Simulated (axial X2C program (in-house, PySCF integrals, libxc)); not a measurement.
**Na₂: from the spin-free to the two-component result**

Calculated with an in-house all-electron X2C program for linear molecules (integrals from PySCF). Spin-free means the one-electron spin-free X2C Hamiltonian; two-component (2c) means X2C with spin–orbit coupling and atomic mean-field two-electron Coulomb and Gaunt terms, so the difference of the two also holds small scalar two-electron terms. Basis: Na dyall-cv3z [9s8p5d2f] (cores contracted in-house); Gaussian nuclei, density fitting, unrestricted open shells. Masses: Na 22.990 u.

Spin-free state: M_S = 0, Λ = 0 (closed shell); fragments Na + Na.

```tsv
level	Re (Å)	ωe (cm⁻¹)	De (eV)
PBE0	3.090	160.7	0.684
HF	3.192	156.0	n/a
MP2	3.171	155.7	0.478
CCSD	3.171	152.0	0.717
CCSD(T)	3.171	152.0	0.717
M06	3.108	136.4	0.866
```

Correlated methods: 2 electrons correlated (number of frozen shells: Na 2 s, 1 p), 242 virtual spin orbitals or spinors in MP2, 48 natural virtuals in coupled cluster.

Two-component determinant lowest at the distance of the search:

Ω = 0 (closed shell); fragments Na + Na.

```csv
level,Re (Å),ωe (cm⁻¹),De (eV)
PBE0,3.090,160.6,0.683
HF,3.193,155.9,n/a
MP2,3.171,155.7,0.478
CCSD,3.172,152.0,0.717
CCSD(T),3.172,152.0,0.717
M06,3.108,136.6,0.866
```

(1) From the two tables, how do the constants change at the CCSD(T) level (2c against spin-free)?

The state is one determinant whose occupation by symmetry is held fixed; it was picked as the lowest of a PBE0 search that is not exhaustive. Closed shells are restricted here (equal orbitals for both partners); the stretched side of such a curve lies too high. Dissociation energies refer to the lowest single-determinant-based atoms at the same level and basis. CCSD and (T) use frozen natural virtuals with an MP2 correction for the truncation; (T) itself is uncorrected, so its De runs slightly low.

Results:

(1) At the CCSD(T) level Re is unchanged within 0.001 Å and ωe doesn't move by more than 0.2 cm⁻¹; De changes by 0.000 eV.
